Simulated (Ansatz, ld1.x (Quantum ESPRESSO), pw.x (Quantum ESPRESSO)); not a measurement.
# pw.x on bcc Hf: one setting changed

Potential: ultrasoft, ld1.x (Quantum ESPRESSO) 7.5, LDA (PW92); core [Kr] 4d10 4f14 5s2, reference 5p6 5d2 6s1 6p0; waves: 6s (bound): rcut 3.18, rcutus 3.48 bohr; 6s channel at 4.5 Ry: rcut 3.18, rcutus 3.48 bohr; 5p (bound): rcut 2.38, rcutus 2.88 bohr; 6p (bound, empty): rcut 2.38, rcutus 2.88 bohr; 5d (bound): rcut 2.76, rcutus 3.62 bohr; 5d channel at 0.2 Ry: rcut 2.76, rcutus 3.62 bohr; 5f channel at -0.1 Ry: rcut 2.64, rcutus 3.48 bohr; local part: all-electron potential smoothed inside 3.00 bohr (lloc = -2); core correction: none; augmentation: PSQ, inside the norm-conserving radii.

The reference run (k-mesh 13³, cutoffs 40/320 Ry, Fermi–Dirac 0.01 Ry, mixing_beta 0.4, conv_thr 1e-9, no spin) gives 1.32 GPa at 20.552 Å³/atom, where all-electron LAPW gives -0.24 GPa. This run, with its own iteration cap, changes conv_thr to 1.0, a wrong or extreme entry chosen on purpose.

```
&control
  calculation='scf', prefix='x', pseudo_dir='./', outdir='./tmp', tstress=.true., disk_io='none'
/
&system
  ibrav=0, nat=1, ntyp=1, ecutwfc=40, ecutrho=320, nbnd=12,
  occupations='smearing', smearing='fd', degauss=0.01
/
&electrons
  conv_thr=1, mixing_beta=0.4, electron_maxstep=70
/
ATOMIC_SPECIES
Hf 1.0 Hf.UPF
CELL_PARAMETERS angstrom
  -1.72556517 1.72556517 1.72556517
  1.72556517 -1.72556517 1.72556517
  1.72556517 1.72556517 -1.72556517
ATOMIC_POSITIONS crystal
Hf 0.0000 0.0000 0.0000
K_POINTS automatic
13 13 13 0 0 0
```

```bash
pw.x < Hf.scf.in > Hf.scf.out
```

Question: How does the run end?

Answer: It converges in 1 iterations; the free energy moves by +1.85 eV/atom and the pressure by -674.96 GPa. The result is not a property of the crystal.

```
Message from routine setup:
     using ibrav=0 with symmetry is DISCOURAGED, use correct ibrav instead
     lattice parameter (alat)  =       5.6480  a.u.
     unit-cell volume          =     138.6918 (a.u.)^3
     number of electrons       =        10.00
     number of Kohn-Sham states=           12
     kinetic-energy cutoff     =      40.0000  Ry
     charge density cutoff     =     320.0000  Ry
     scf convergence threshold =      1.0E+00
     Exchange-correlation= PW
     number of k points=    84  Fermi-Dirac smearing, width (Ry)=  0.0100
     iteration #  1     ecut=    40.00 Ry     beta= 0.40
     the Fermi energy is    14.9026 ev
!    total energy              =     -64.40452656 Ry
     estimated scf accuracy    <       0.48734800 Ry
     smearing contrib. (-TS)   =      -0.00708830 Ry
     The total energy is F=E-TS. E is the sum of the following terms:
     one-electron contribution =      -6.54235144 Ry
     hartree contribution      =       6.67238865 Ry
     xc contribution           =      -8.72548548 Ry
     ewald contribution        =     -55.80198998 Ry
     convergence has been achieved in   1 iterations
          total   stress  (Ry/bohr**3)                   (kbar)     P=    -6736.43
     Message from routine punch:
     Nothing written, as per user request (disk_io='none')
```

The run took about 3.6 s on one core of a shared host (Neoverse-V1, 32 threads, 247 GiB, load 20).
